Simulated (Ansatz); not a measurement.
Tetradymite Bi2Te3

These are rVV10 (PAW; Ansatz, an electronic-structure program) values and carry that method's errors.

Run with plane-wave cutoff 500 eV, 10×10×10 k mesh, Fermi–Dirac smearing 0.05 eV, scalar-relativistic PAW data made under PBE.

Cell (relaxed at this level):

```cif
data_Bi2Te3
_chemical_formula_sum 'Bi2 Te3'
_space_group_name_H-M_alt 'P 1'
_space_group_IT_number 1
_cell_length_a 10.66779
_cell_length_b 10.66779
_cell_length_c 10.66779
_cell_angle_alpha 24.302
_cell_angle_beta 24.302
_cell_angle_gamma 24.302
loop_
_space_group_symop_operation_xyz
  'x, y, z'
loop_
_atom_site_label
_atom_site_type_symbol
_atom_site_fract_x
_atom_site_fract_y
_atom_site_fract_z
_atom_site_occupancy
Bi1 Bi 0.39991 0.39991 0.39991 1
Bi2 Bi 0.60009 0.60009 0.60009 1
Te1 Te 0.00000 0.00000 0.00000 1
Te2 Te 0.21075 0.21075 0.21075 1
Te3 Te 0.78925 0.78925 0.78925 1
```

```yaml
band_gap: 0.23 eV (on the SCF k mesh)
```

Spin–orbit coupling is not included; with these elements it can move the gap by several tenths of an eV or more.

Computing time: very roughly 6 core-minutes.
